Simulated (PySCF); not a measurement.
PySCF input (M06-2X/6-311+G**):

```python
from pyscf import gto, dft

mol = gto.M(
    atom='''
    C    -0.11694774    1.03088931   -0.00007554
    C     1.22198947    1.09440150    0.02281699
    Cl   -0.60067191   -0.88892025   -0.01186726
    H     1.92742678    0.26300953    0.03327278
    H     1.65374524    2.09688986    0.03202189
    ''',
    basis='6-311+g**',
    charge=-1,
    spin=0,
    verbose=4,
)

mf = dft.RKS(mol, xc='m062x')
mf.grids.level = 4
mf.conv_tol = 1e-9
mf.max_cycle = 100
mf.max_memory = 1500
mf.kernel()
if not mf.converged:
    mf = mf.newton()
    mf.kernel(mf.make_rdm1())
mf.dip_moment()
```

Q: Predict the final energy.

A: -537.54920 Eh.
